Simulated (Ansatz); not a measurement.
Ansatz (a program for electronic structure) input (MP2/pcseg-2):

Ansatz 0.2 input:
```yaml
crystal:
  periodic: [false, false, false]
  atoms:
    - {symbol: B, position_ang: [-0.00000000, -0.00000000, 0.00000000]}
    - {symbol: F, position_ang: [0.01679907, 1.31515438, 0.03157775]}
    - {symbol: F, position_ang: [1.13083137, -0.67238813, -0.00500122]}
    - {symbol: F, position_ang: [-1.14763045, -0.64276625, -0.02657653]}
basis:
  gaussian:
    orbitals: pcseg-2
magnetization: {spin_polarized: false}
correlation: {method: mp2, electrons: outside_noble_gas}
output: {forces: true}
```

Output:

```
Functional definition: HF
integrals: 0.08 GiB planned
741 factors; integrals over basis functions are off by at most 1.7e-3 eV
mean field: 0.30 GiB planned
mean field evaluation 1: about -8795.9858 eV, gradient 3.8e1 eV
mean field evaluation 2: about -8795.9905 eV, gradient 3.8e1 eV
mean field evaluation 4: about -8798.2011 eV, gradient 1.9e0 eV
mean field evaluation 8: about -8798.2110 eV, gradient 7.4e-2 eV
mean field -8798.21099396 eV, -323.3282903865 hartree, gradient 1.3e-6 eV, S^2 0.000000; 0 other end points of the search recorded, 0 dependent functions left out
4 core orbitals not correlated
reference -8798.21099396 eV, -323.3282903865 hartree; 12, 12 occupied and 104, 104 virtual orbitals, 741 factors
densities: 0.23 GiB planned
second order -22.12713379 eV of doubles, -0.00000000 eV of singles
the calculation of the forces begins
Total energy: -8820.33812775 eV, -324.1414475549 hartree
Atom 0 at    -0.000000    -0.000000     0.000000 Å, force     0.000000     0.000000     0.000000 eV/Å
Atom 1 at     0.016799     1.315154     0.031578 Å, force    -0.001263    -0.098862    -0.002374 eV/Å
Atom 2 at     1.130831    -0.672388    -0.005001 Å, force    -0.085006     0.050544     0.000376 eV/Å
Atom 3 at    -1.147630    -0.642766    -0.026577 Å, force     0.086269     0.048318     0.001998 eV/Å
Dipole moment:    -0.000000    -0.000000    -0.000000 e Å
```
